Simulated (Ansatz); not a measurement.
# C3H3N: a ladder of functionals and wavefunction methods

The task here is to estimate one member of a computed series from the others.

Computed with Ansatz 0.2.0, Gaussian basis. Level: functionals in def2-TZVPP, the program's frozen cores in correlated methods.

Plan: LDA (SPW92), PBE-D4, revPBE-D4, BLYP-D4, r2SCAN-D4, B97M-V, PBE0-D4, B3LYP-D4, r2SCANh-D4, r2SCAN0-D4, HSE06-D4, BHLYP-D4, CAM-B3LYP-D4, LC-ωPBE, ωB97X-V, ωB97M-V, B2PLYP, PBE-QIDH; CCSD(T)/def2-SVP; CCSD(T)/def2-TZVPP; CCSD(T)/def2-QZVPP; extrapolation to the limit; RPA on PBE.

## The relaxed structure

All runs share one geometry, relaxed beforehand with PBE0-D4 in a triple-zeta def2 set.

SMILES `[H]/N=C/C#C`, 7 atoms, charge 0, spin multiplicity 1.

Atoms are counted from 1 here; the program's logs count them from 0.

Bond lengths: H1–N2 1.019 Å, N2–C3 1.269 Å, C3–C4 1.429 Å, C3–H6 1.096 Å, C4–C5 1.201 Å, C5–H7 1.065 Å. Angles: H1–N2–C3 110.0°, N2–C3–C4 121.8°, N2–C3–H6 123.7°, C4–C3–H6 114.5°, C3–C4–C5 176.5°, C4–C5–H7 178.7°.

Set-up of the first run:

The input, in.yaml:

```yaml
crystal:
  periodic: [false, false, false]
  atoms:
    - {symbol: H, position_ang: [0.839199, -2.013875, 1.206978]}
    - {symbol: N, position_ang: [0.098525, -1.525721, 0.704672]}
    - {symbol: C, position_ang: [0.497713, -0.372679, 0.357088]}
    - {symbol: C, position_ang: [-0.343545, 0.528416, -0.364900]}
    - {symbol: C, position_ang: [-0.996520, 1.333969, -0.971587]}
    - {symbol: H, position_ang: [1.498125, 0.017465, 0.577413]}
    - {symbol: H, position_ang: [-1.593497, 2.032426, -1.509673]}
basis:
  gaussian: {orbitals: def2-TZVPP}
hamiltonian: {xc: lda}
output: {orbitals: {seedname: orbitals}}
```

Started as:

```bash
$ ansatz run in.yaml --threads 2 --pin off --events-out ev --progress --plain --max-ram 22528MiB --backend cpu
```

Steps of the session up to this table: LDA; PBE-D4 (GGA); revPBE-D4 (GGA); BLYP-D4 (GGA); r2SCAN-D4 (meta-GGA); B97M-V (meta-GGA); PBE0-D4 (hybrid); B3LYP-D4 (hybrid); r2SCANh-D4 (hybrid); r2SCAN0-D4 (hybrid); HSE06-D4 (hybrid); BHLYP-D4 (hybrid); CAM-B3LYP-D4 (range-separated); LC-ωPBE (range-separated); ωB97X-V (range-separated); ωB97M-V (range-separated); B2PLYP (double hybrid); PBE-QIDH (double hybrid).

One of the session's tables, all rows but one given; the rest of the session is left out.

It belongs to the step «Orbital energies across the functionals». 

```
  functional  HOMO (eV)  LUMO (eV)  gap (eV)
 LDA (SPW92)      -6.63      -2.76      3.87
      PBE-D4      -6.55      -2.51      4.04
   revPBE-D4      -6.52      -2.42      4.09
     BLYP-D4      -6.47      -2.37      4.10
   r2SCAN-D4      -6.90      -2.35      4.55
      B97M-V      -7.07      -2.21      4.86
     PBE0-D4      -8.15      -1.51      6.64
    B3LYP-D4      -7.91      -1.73      6.17
  r2SCANh-D4      -7.49      -1.98      5.51
  r2SCAN0-D4          ?          ?         ?
    HSE06-D4      -7.74      -1.89      5.85
    BHLYP-D4      -9.11      -0.36      8.75
CAM-B3LYP-D4      -9.45      -0.35      9.10
     LC-ωPBE     -10.85       0.81     11.66
     ωB97X-V     -10.42       0.76     11.19
     ωB97M-V     -10.31       0.70     11.01
```

Q: Estimate the row for r2SCAN0-D4 from the others.

Worked estimate for «HOMO (eV)». Against the share of exact exchange, r2SCAN-D4 (0, -6.90), r2SCANh-D4 (0.1, -7.49) give a slope of -5.90 per unit share; at 0.25 the line stands at -8.37.

**Answer.** HOMO (eV): -8.29; LUMO (eV): -1.42; gap (eV): 6.87. In «HOMO (eV)» the line misses by -0.08.
